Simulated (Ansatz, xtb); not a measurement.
## C2H7Si+: which of two structures lies lower

Structure a is a singlet given by its coordinates and structure b is `CC[SiH2+]`, a singlet. Both are isolated ions in the gas phase, relaxed with r2SCAN-D4/def2-SVP; the shapes shown needn't be the lowest conformers.

a (Å):

```tsv
atom	x (Å)	y (Å)	z (Å)
C	1.2704	-0.2246	-1.3529
C	0.7608	1.0736	-0.6613
Si	2.8548	0.4510	-0.7844
H	0.9196	-1.1445	-0.8699
H	1.0960	-0.2411	-2.4355
H	3.5786	1.4308	-1.6186
H	3.3308	0.1598	0.5824
H	0.1236	0.8754	0.2122
H	0.3019	1.7845	-1.3630
H	1.5824	1.7398	-0.1837
```

Close contacts (Å): C1–C2 1.56, C1–Si3 1.81, C2–Si3 2.19, C1–H4 1.10, C1–H5 1.10, C2–H8 1.10, C2–H9 1.10, C2–H10 1.16, Si3–H6 1.48, Si3–H7 1.48, Si3–H10 1.91.

b (Å):

```xyz
10

C     1.6957   -0.4702   -1.6287
C     2.1010    0.5619   -0.5712
Si    0.9679    1.9356   -0.1880
H     0.7721   -0.9984   -1.3519
H     1.5502   -0.0086   -2.6157
H     2.4920   -1.2210   -1.7265
H     3.0714    1.0602   -0.8021
H     2.3201    0.1017    0.4207
H     1.3448    2.9428    0.8300
H    -0.3464    2.1134   -0.8489
```

Problem. Which of the two would you expect CCSD(T)/def2-TZVP electronic energies to favour?

Solution. Structure a; the calculation gives E(b) − E(a) = +16.6 kJ/mol.

How the difference moves with the method:

```json
{"level": "r2SCAN-D4/def2-SVP", "geometry": "r2SCAN-D4/def2-SVP", "E(b) − E(a) (kJ/mol)": "+20.5", "departure from the last row (kJ/mol)": "+3.8", "job, with rough time for the two": "optimisation, 4 min"}
{"level": "HF/def2-TZVP", "geometry": "r2SCAN-D4/def2-SVP", "E(b) − E(a) (kJ/mol)": "−4.5", "departure from the last row (kJ/mol)": "−21.2", "job, with rough time for the two": "part of the CCSD(T) run"}
{"level": "MP2/def2-TZVP", "geometry": "r2SCAN-D4/def2-SVP", "E(b) − E(a) (kJ/mol)": "+17.8", "departure from the last row (kJ/mol)": "+1.2", "job, with rough time for the two": "part of the CCSD(T) run"}
{"level": "CCSD(T)/def2-TZVP", "geometry": "r2SCAN-D4/def2-SVP", "E(b) − E(a) (kJ/mol)": "+16.6", "departure from the last row (kJ/mol)": "", "job, with rough time for the two": "single point, 74 s"}
```

HF/def2-TZVP puts the two in the other order. The largest departure from CCSD(T)/def2-TZVP is that of HF/def2-TZVP, 21.2 kJ/mol. Levels run at GFN2-xTB geometries aren't shown.

With harmonic frequencies from r2SCAN-D4/def2-SVP (ideal gas, rigid rotor, one conformer each, 298.15 K, 1 atm): on the last row, ΔE + ΔZPE = +13.6 kJ/mol. A mode under 50 cm⁻¹ makes harmonic enthalpies and free energies unreliable, so none is given.

The correlated steps freeze 7 core orbitals. Codes used: Ansatz 0.2.0; the last row on 1 thread of Intel(R) Xeon(R) Processor @ 2.50GHz (Skylake/Cascade Lake) on a shared host.
